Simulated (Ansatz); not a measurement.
Ansatz (a quantum-chemistry and plane-wave program) input (MP2/STO-3G):

Ansatz 0.2 input:
```yaml
crystal:
  periodic: [false, false, false]
  atoms:
    - {symbol: C, position_ang: [-0.05597168, 1.17374823, -0.34374154]}
    - {symbol: O, position_ang: [-0.24944197, 0.11586462, 0.47547716]}
    - {symbol: C, position_ang: [0.18257024, -1.13520039, -0.03911133]}
    - {symbol: H, position_ang: [0.70352290, 1.10180967, -1.11412819]}
    - {symbol: H, position_ang: [-0.33963666, 2.12104925, 0.08788748]}
    - {symbol: H, position_ang: [0.00612759, -1.87648924, 0.73690867]}
    - {symbol: H, position_ang: [-0.38403480, -1.39909118, -0.93654013]}
    - {symbol: H, position_ang: [1.24996536, -1.10548243, -0.28082782]}
basis:
  gaussian:
    orbitals: STO-3G
magnetization: {spin_polarized: true, initial_magnetization: 1}
correlation: {method: mp2, electrons: outside_noble_gas}
```

Task: What final total energy does it give?

Result: -151.62172 Eh.
